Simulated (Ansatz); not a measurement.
Basis-set extrapolation for `C/N=C(/C)Cl` (PBE0-D4/def2-TZVP geometry, frozen core, Ansatz 0.2.0). Multiplicity 1, RHF reference.

|  | def2-TZVPP | def2-QZVPP |
| --- | --- | --- |
| HF | -631.110083 | -631.130708 |
| MP2 correlation | -0.901992 | -0.967814 |
| CCSD(T) correlation | -0.987646 | not run |

Energies in hartree. Use E(X) = E(∞) + A·exp(−7.88·√X) for Hartree–Fock and E(X) = E(∞) + B·X^(−2.97) for correlation, with X = 3 and 4, and add CCSD(T) minus MP2 of the smaller set to the MP2 limit.

Question: What is the CCSD(T) energy at the basis-set limit?

Answer: HF limit: -631.130708 + (-0.020625) × 0.13774 = -631.13355. MP2 limit: -0.967814 + (-0.065822) × 0.74074 = -1.01657. Higher-order term: -0.987646 − (-0.901992) = -0.08565. Total: -632.23577 hartree, 362.4 kJ/mol below CCSD(T)/def2-TZVPP.
